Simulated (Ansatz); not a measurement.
Consider the formal loss of a carbene: `CCC1CO1` → `CC1CO1` + `[CH2]` (triplet).

Isolated molecules relaxed with PBE0-D4/def2-TZVP in Ansatz; ΔE leaves out vibrations. CCSD(T)/CBS is the MP2 limit (def2-TZVPP, def2-QZVPP) plus CCSD(T) − MP2 in def2-TZVPP, frozen cores. This one scheme is used for every species. DFT in def2-TZVPP. Triplets are unrestricted, without spin–orbit coupling. One conformer a species, not always the lowest.

`CCC1CO1`:

```xyz
13

C    -0.676   -1.155    1.025
C    -0.493   -0.625   -0.388
C    -0.103    0.822   -0.398
C     1.291    1.247   -0.465
O     0.445    1.338   -1.600
H    -0.977   -2.204    1.016
H    -1.446   -0.595    1.562
H     0.251   -1.077    1.599
H    -1.422   -0.744   -0.957
H     0.275   -1.194   -0.920
H    -0.808    1.500    0.087
H     2.070    0.490   -0.528
H     1.594    2.198   -0.033
```

`CC1CO1`:

Cartesian coordinates in Å:
```
C -0.802 0.610 -0.737
C -0.150 -0.512 0.005
C 1.084 -0.329 0.763
O -0.167 -0.434 1.423
H -0.534 1.570 -0.293
H -0.490 0.609 -1.785
H -1.890 0.510 -0.709
H -0.355 -1.513 -0.374
H 1.544 0.656 0.793
H 1.761 -1.167 0.913
```

`[CH2]` (triplet):

Z-matrix (Å, degrees):
```
C
H 1 1.079
H 1 1.079 2 134.9
```

```tsv
level	ΔE (eV)
PBE-QIDH	4.47
CCSD/def2-TZVPP	4.29
```

**Question.** What does CCSD(T)/CBS give? (An estimate is asked.)

**Answer.** The calculation gave: +4.51 eV. The listed levels differ from it by -0.04, -0.22 eV.

Largest T1 diagnostic among the species: 0.011.

At CCSD(T), def2-SVP lies −0.16 eV from the extrapolated value and def2-TZVPP −0.11 eV. From PBE to PBE0 (25 % exact exchange), in def2-TZVPP and without D4, ΔE moves by −0.07 eV. In def2-TZVPP, CCSD(T) changes the Hartree–Fock value by +1.41 eV (the triples alone add +0.11 eV) and MP2 by +1.54 eV.

CCSD(T)/CBS has its own doubt, a few kJ/mol and more with outer-core shells, so smaller differences from it don't rank the levels.
